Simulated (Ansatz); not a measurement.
Two isomers of C2H7NO2: A = `NCOCO`, B = `OCNCO`.

Gas-phase electronic energies from Ansatz, PBE0-D4/def2-TZVP geometries. CCSD(T)/CBS adds triple-zeta CCSD(T) − MP2 to the extrapolated MP2 energy (def2 sets, frozen cores). DFT in def2-TZVPP. B3LYP here is the variant with VWN-RPA as its local correlation; programs differ in this. One conformer a species, not always the lowest.

A:

Z-matrix (Å, degrees):
```
C
O 1 1.403
N 1 1.441 2 111.7
H 1 1.095 2 104.4 3 123.7
H 1 1.099 2 110.8 3 -120.4
C 2 1.409 1 113.5 3 70.5
H 3 1.010 1 112.1 2 84.0
H 3 1.010 1 112.3 2 -152.9
O 6 1.383 2 109.3 1 -162.7
H 6 1.097 2 110.0 1 80.8
H 6 1.098 2 108.9 1 -39.8
H 9 0.962 6 107.8 2 63.2
```

B:

```xyz
12

O    -1.053    0.760   -0.970
C     0.354    0.860   -0.693
N     0.867   -0.358   -0.195
C     0.280   -0.834    1.026
O    -1.008   -1.387    0.894
H    -1.394    1.634   -1.180
H     0.892    1.129   -1.608
H     0.517    1.642    0.059
H     0.889   -1.082   -0.902
H     0.281    0.009    1.731
H     0.905   -1.628    1.441
H    -1.530   -0.745    0.399
```

Problem. Which is lower in electronic energy at CCSD(T)/CBS, and by how much? (Estimate.)

Solution. The calculation gave: B, by 6.4 kcal/mol.

Problem. Give E(B) − E(A) in kcal/mol with B3LYP-D4, HF/def2-TZVPP, B2PLYP, CCSD(T)/def2-TZVPP, MP2/def2-TZVPP, ωB97M-V, PBE-D4. (Best estimate.)

Solution. Computed: B3LYP-D4 -5.9, HF/def2-TZVPP -3.9, B2PLYP -5.8, CCSD(T)/def2-TZVPP -6.2, MP2/def2-TZVPP -6.9, ωB97M-V -6.1, PBE-D4 -6.4. None reverses the order clearly.

Largest T1 diagnostic: 0.011.

In def2-TZVPP, CCSD(T) changes the Hartree–Fock value by −2.3 kcal/mol (the triples alone add −0.3 kcal/mol) and MP2 by −3.0 kcal/mol.
